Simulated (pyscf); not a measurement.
Thermochemistry of product channels of Cl–CH₂–CH₂–Cl + H• on the doublet surface, in kcal/mol, from CCSD(T)/def2-TZVPP + ΔMP2(QZVPP) energies (ideal gas, 1 atm, RRHO with modes under 100 cm⁻¹ raised to 100, one conformer, R ln 2 for chiral ones without a mode under 150 cm⁻¹). Structures and frequencies: ωB97X-D3(BJ)/def2-SVP in PySCF. MP2 and CC: frozen core, UHF for open shells. ΔMP2 is the change of the MP2 total energy from the triple- to the quadruple-zeta basis.

```json
[
 {"products": "HCl + •H₂C–CH₂–Cl", "ΔE": "-20.3", "ΔH(298 K)": "-19.8", "ΔG(600 K)": "-27.8", "ΔG(1200 K)": "-35.2"},
 {"products": "H₃C–Cl + •H₂C–Cl", "ΔE": "-13.7", "ΔH(298 K)": "-12.3", "ΔG(600 K)": "-21.9", "ΔG(1200 K)": "-29.9"}
]
```

These are energies of the channels, which say nothing of barriers. The CCSD(T) − MP2 part came from Ansatz, without density fitting, on the same reference.
